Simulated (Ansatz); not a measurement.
# CHAl (triplet): from Hartree-Fock to the top rungs, def2-TZVPP

An exercise on one series of results from a longer session: the logs are not shown, and one member is left open.

The runs use Ansatz 0.2.0, Gaussian basis; def2-TZVPP, core rule «outside noble gas», up to 6 orbitals frozen.

The runs, in order: UHF; ROHF; CCSD(T) on UHF.

2 further runs of the same task are left out: 2 set aside as unsound or not needed.

### What is computed

The geometry is a PBE0/def2-TZVP stationary point (not a proven minimum) of the parent state, kept for this charge and spin.

3 atoms, charge 0, spin multiplicity 3.

Atoms are counted from 1 here; the program's logs count them from 0.

Bond lengths: Al1–C2 1.924 Å, Al1–H3 1.591 Å. Angles: C2–Al1–H3 180.0°.

Set-up of the first run:

in.yaml

```yaml
crystal:
  periodic: [false, false, false]
  atoms:
    - {symbol: Al, position_ang: [0.000000, 0.000000, 0.110806]}
    - {symbol: C, position_ang: [0.000000, 0.000000, -1.812723]}
    - {symbol: H, position_ang: [0.000000, 0.000000, 1.701917]}
basis:
  gaussian: {orbitals: def2-TZVPP}
magnetization: {spin_polarized: true, initial_magnetization: 2}
hamiltonian: {xc: hf}
output: {orbitals: {seedname: orbitals}}
```

On the command line:

```
$ ansatz run in.yaml --threads 1 --pin off --events-out ev --progress --plain --max-ram 4096MiB --backend cpu
```

Among the steps run: UHF; ROHF; CCSD(T) on UHF.

One of the session's tables, all rows but one given; the rest of the session is left out.

| method | from UCCSD(T) (kcal/mol) |
| --- | --- |
| ROHF | +136.78 |
| UHF | +134.44 |
| UMP2 | +24.27 |
| UCCSD | ? |
| UCCSD(T) | 0 |

**Question.** Estimate the row for UCCSD.

**Answer.** from UCCSD(T) (kcal/mol): +6.97. In the column «from UCCSD(T) (kcal/mol)» it lies between UCCSD(T) (0) and UMP2 (+24.27).
